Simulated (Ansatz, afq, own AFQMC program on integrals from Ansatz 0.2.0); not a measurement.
## BSiH₂, doublet in cc-pVDZ, levels against CCSDT(Q)

| atom | x (Å) | y (Å) | z (Å) |
| --- | --- | --- | --- |
| Si | 0.0000 | 0.0000 | 0.6345 |
| B | 0.0000 | 0.0000 | -1.2907 |
| H | 0.0000 | -1.0258 | -1.9185 |
| H | 0.0000 | 1.0258 | -1.9185 |

Connectivity, by distances: Si–BH2.

Basis cc-pVDZ. Only valence electrons are correlated. Integrals, coupled cluster, full CI and functionals: Ansatz 0.2.0; the random walks run on the same integrals in our own AFQMC program. The CISD trial takes its coefficients from CCSD amplitudes. Released means that phaseless walkers are propagated on without the constraint, phases kept. Free AFQMC starts from the CCSD state and is never constrained. Its projection time is finite, and what remains of the start isn't in its error. Error bars are statistical, one sigma.

Determinant: UHF, the one that the program's search chose, which needn't be the lowest solution. The geometry is a PBE0/def2-TZVP stationary point of this or a neighbouring charge and spin state.

No full CI on the walks' own integrals is used here; CCSDT(Q) serves as the reference and is uncertain by about the last step of the cluster series.

Cautions: an unrestricted solution with more broken spin lies lower (13 meV, ⟨S²⟩ 0.92); the released energies are still falling, so no released level is given (meV from the phaseless value at times in 1/Eh: -8 ± 10 at 0.24, -11 ± 10 at 0.51, -15 ± 10 at 0.99, -30 ± 13 at 1.62, -47 ± 13 at 2.40), though the last usable value meets CCSDT(Q) within the noise; the ph-AFQMC/HF walk drifts between its halves (2.8 errors).

```
T1 diagnostic                               : 0.0230
weight of the determinant in the CISD state : 0.875
⟨S²⟩ of the determinant                     : 0.760
size of the correlated space                : 9 electrons in 36 orbitals
```

Reference: CCSDT(Q), correlation energy -5.161 eV.

```csv
level,E − E(reference) (kcal/mol),share of correlation (%)
HF,119.00,0.00
MP2,28.02,76.45
CCSD,4.24,96.44
CCSD(T),0.94,99.21
CCSDT,0.17,99.85
ph-AFQMC/HF,-0.27 ± 1.22,100.23
ph-AFQMC/CISD,0.59 ± 0.22,99.51
free AFQMC,0.54 ± 0.31,99.55
```

Free projections are given only where their last times agree within the noise and don't stop above the reference; a slow remainder of the start can still hide under it. A walk keeps the symmetry of its determinant, which the program's search chose and which needn't be the lowest solution, so a lower state of the same spin and another symmetry isn't excluded.
